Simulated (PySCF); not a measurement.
Molecule: `Fc1ccsc1`, C4H3FS.

Molfile (atoms numbered from 1):
```
C4H3FS
     RDKit          3D

  9  9  0  0  0  0  0  0  0  0999 V2000
   -1.1536   -0.2726    1.9301 F   0  0  0  0  0  0  0  0  0  0  0  0
   -0.5759   -0.0441    0.7582 C   0  0  0  0  0  0  0  0  0  0  0  0
    0.7066   -0.5631    0.4332 C   0  0  0  0  0  0  0  0  0  0  0  0
    1.0848   -0.1888   -0.8279 C   0  0  0  0  0  0  0  0  0  0  0  0
   -0.1083    0.7751   -1.5996 S   0  0  0  0  0  0  0  0  0  0  0  0
   -1.1484    0.7027   -0.2352 C   0  0  0  0  0  0  0  0  0  0  0  0
    1.3001   -1.1783    1.1093 H   0  0  0  0  0  0  0  0  0  0  0  0
    2.0106   -0.4306   -1.3479 H   0  0  0  0  0  0  0  0  0  0  0  0
   -2.1159    1.1998   -0.2202 H   0  0  0  0  0  0  0  0  0  0  0  0
  1  2  1  0
  2  3  1  0
  3  4  2  0
  4  5  1  0
  5  6  1  0
  6  2  2  0
  3  7  1  0
  4  8  1  0
  6  9  1  0
M  END
```

Geometry PBE0-D3(BJ)/def2-SVP throughout; GIAO in PySCF 2.14.0 with density-fitted response routines, gas phase, one conformer, non-relativistic; equivalent atoms averaged; basis pcSseg-2.

For orientation, BLYP gives these absolute shieldings σ: F1 292.7, C2 2.5, C4 42.3, C3 51.7, C6 65.0, S5 256.5, H8 24.35, H7 24.50, H9 24.88 ppm.

A run gave: F1 310.3, C2 15.3, C4 50.4, C3 60.3, C6 72.8, S5 308.1, H8 24.16, H7 24.39, H9 24.70 ppm (absolute shieldings σ).

**Question.** Which functional was used in that run?
A. LC-wPBE
B. BP86
C. CAM-B3LYP
D. HF
E. B97-2

**Answer.** E. C3 tells them apart best: B97-2 gives 60.3, CAM-B3LYP gives 53.8, HF gives 66.0, LC-wPBE gives 55.8, BP86 gives 55.9 ppm.
